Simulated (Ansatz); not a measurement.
**SiCl (doublet): the correlation ladder at distance Si1–Cl2 = 2.287 Å, 6-31G**

Aim: climb from Hartree-Fock through coupled cluster and multireference methods for SiCl (doublet) at one geometry and basis, and see what each rung misses.

The runs use Ansatz 0.2.0, Gaussian basis; 6-31G, core rule «outside noble gas», up to 10 orbitals frozen.

Plan: UHF; CCSD(T) on ROHF; CCSD(T) on UHF; BCCD(T) on ROHF; CISD as a restricted active space (open shells left free, so some higher excitations enter); CCSDT(Q) on ROHF; CCSDT(Q) on UHF; CISDTQ; CCSDTQ on ROHF; CCSDTQ on UHF; CASSCF and MRCISD+Q, 3 electrons in 3 orbitals; CASSCF and NEVPT2, 3 electrons in 3 orbitals; CASSCF and MRCISD+Q, 11 electrons in 8 orbitals; CASSCF and NEVPT2, 11 electrons in 8 orbitals; Full CI.

33 further runs of the same task are left out: 2 for a known fault of the program, 28 that didn't finish, 3 set aside as unsound or not needed. Runs told in other sessions of the task aren't counted.

## Step 1: The system

The geometry derives from a PBE0/def2-TZVP stationary point (not a proven minimum). One bond is set to the value named and the two fragments are kept rigid.

2 atoms, charge 0, spin multiplicity 2.

Atoms are counted from 1 here; the program's logs count them from 0.

Bond lengths: Si1–Cl2 2.287 Å.

## Step 2: UHF

in.yaml reads:

```yaml
crystal:
  periodic: [false, false, false]
  atoms:
    - {symbol: Si, position_ang: [0.000000, 0.000000, 0.000000]}
    - {symbol: Cl, position_ang: [0.000000, 0.000000, 2.287000]}
basis:
  gaussian: {orbitals: 6-31G}
magnetization: {spin_polarized: true, initial_magnetization: 1}
hamiltonian: {xc: hf}
output: {orbitals: {seedname: orbitals}}
```

Command:

```sh
> ansatz run in.yaml --threads 1 --pin off --events-out ev --progress --plain --max-ram 2393MiB
```

The runs that follow: CCSD(T) on ROHF; CCSD(T) on UHF; BCCD(T) on ROHF; CISD as a restricted active space (open shells left free, so some higher excitations enter); CCSDT(Q) on ROHF; CCSDT(Q) on UHF; CISDTQ; CCSDTQ on ROHF; CCSDTQ on UHF; CASSCF and MRCISD+Q, 3 electrons in 3 orbitals; CASSCF and NEVPT2, 3 electrons in 3 orbitals; CASSCF and MRCISD+Q, 11 electrons in 8 orbitals; CASSCF and NEVPT2, 11 electrons in 8 orbitals; Full CI.

Before running them: what should the planned runs give, taken together? Wanted: FCI from the RHF energy; RMP2 from FCI; UMP2 from FCI; RCCSD from FCI; RCCSD(T) from FCI; UCCSD(T) from FCI; RCCSDT(Q) from FCI; UCCSDT(Q) from FCI; NEVPT2 pair from FCI.

The runs gave:

| quantity | value |
| --- | --- |
| FCI from the ROHF energy | -2.4457 eV |
| RMP2 from FCI | +49.2 kJ/mol |
| UMP2 from FCI | +48.9 kJ/mol |
| RCCSD from FCI | +7.9 kJ/mol |
| RCCSD(T) from FCI | +1.5 kJ/mol |
| UCCSD(T) from FCI | +1.5 kJ/mol |
| RCCSDT(Q) from FCI | +0.1 kJ/mol |
| UCCSDT(Q) from FCI | -0.2 kJ/mol |
| NEVPT2 pair from FCI | +42.4 kJ/mol |
| NEVPT2 valence from FCI | +34.1 kJ/mol |
| MRCISD+Q valence from FCI | +1.6 kJ/mol |
| levels within 1 kcal/mol (43 meV) | RCCSD(T), UCCSD(T), BCCD(T), RCCSDT, UCCSDT, CISDTQ, RCCSDT(Q), UCCSDT(Q), RCCSDTQ, UCCSDTQ, MRCISD+Q valence |
| T1 diagnostic | 0.022 |
| effectively unpaired electrons | 1.05 |

In words: RCCSD(T) lands +1.5 kJ/mol from the yardstick (0.6 % of the correlation energy). One determinant dominates. Of the multireference levels listed MRCISD+Q valence comes nearest in total energy (+1.6 kJ/mol), which doesn't show that its space is the better one. These misses are within one basis, not against nature; the frozen cores of restricted and unrestricted runs differ, which can shift their rows.

Levels on UHF freeze UHF's core orbitals, full CI those of ROHF, so the U rows can settle a little off it for that reason alone.

With open shells the CI space here admits some higher excitations, so it is larger than plain CISD.
